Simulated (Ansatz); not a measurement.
What each rung costs, and what it gives

Saddle point of CH$_{3}$ClF (charge -1), singlet ([CH₃Cl ([CH3][Cl]) + F]⁻ → [CH₃F ([CH3][F]) + Cl]⁻; bonds formed: C2–F3; bonds broken: Cl1–C2), PBE0-D4/def2-TZVPD structure:

```
6
angstrom
Cl -1.7080 -0.6144 1.1568
C -0.0536 -0.0193 0.0363
F 1.5820 0.5692 -1.0711
H -0.1163 -0.7744 -0.7242
H -0.3913 0.9711 -0.2023
H 0.6873 -0.1323 0.8045
```

Barriers are electronic and count from the start structure reached by relaxing down the imaginary mode.

Program: Ansatz 0.2.0. Basis: as named in each row. Cores are frozen in the correlated methods. B3LYP uses VWN-RPA correlation. Extrapolation: Hartree–Fock as exp(−7.88 √X), correlation as X^−2.97.

Times are rough, for one single point on 2 threads of a shared host (Arm Neoverse V2).

The estimate by CCSD(T) at an estimated basis limit (MP2 extrapolated from triple and quadruple zeta, plus CCSD(T) − MP2 in triple zeta) is 13.4 kJ/mol.

| method | basis | time (s) | barrier (kJ/mol) | method less estimate |
| --- | --- | --- | --- | --- |
| HF | STO-3G | under 1 | -170.3 | -183.7 |
| PBE-D4 | STO-3G | under 1 | -181.0 | -194.4 |
| SPW92 | def2-SVP | under 1 | -16.7 | -30.1 |
| B3LYP-D4 | 6-31G | under 1 | -48.3 | -61.7 |
| PBE-D4 | def2-SVP | under 1 | -17.3 | -30.7 |
| PBE0-D4 | def2-SVP | under 1 | -9.5 | -22.9 |
| CCSD(T) | def2-SVP | under 1 | 9.0 | -4.4 |
| SPW92 | def2-TZVPPD | under 1 | -1.6 | -15.0 |
| PBE-D4 | def2-TZVPPD | 1 | -0.4 | -13.8 |
| BLYP-D4 | def2-TZVPPD | 2 | -4.1 | -17.5 |
| PBE0-D4 | def2-TZVPPD | 2 | 8.0 | -5.4 |
| BHLYP-D4 | def2-TZVPPD | 2 | 11.1 | -2.3 |
| CAM-B3LYP-D4 | def2-TZVPPD | 2 | 10.6 | -2.8 |
| B3LYP-D4 | def2-TZVPPD | 2 | 3.1 | -10.3 |
| wB97M-V | def2-SVP | 3 | -5.9 | -19.3 |
| r2SCAN-D4 | def2-TZVPPD | 3 | -1.0 | -14.4 |
| r2SCAN0-D4 | def2-TZVPPD | 3 | 7.2 | -6.2 |
| B2PLYP | def2-TZVPPD | 3 | 7.6 | -5.8 |
| PBE-QIDH | def2-TZVPPD | 3 | 14.6 | 1.2 |
| RPA on PBE | def2-TZVPPD | 3 | 6.3 | -7.1 |
| wB97X-V | def2-TZVPPD | 5 | 15.4 | 2.0 |
| B97M-V | def2-TZVPPD | 6 | 4.8 | -8.6 |
| wB97M-V | def2-TZVPPD | 6 | 12.2 | -1.2 |
| MP2 | def2-QZVPPD | 8 | 18.9 | 5.5 |
| CCSD(T) | def2-TZVPPD | 39 | 13.6 | 0.2 |

All methods are single points on the PBE0-D4 structures; a negative value means that the method puts the saddle structure below the start.

The T1 diagnostic stays at or below 0.019.

Labels in which every atom is bracketed show which atoms are joined, not bond orders.
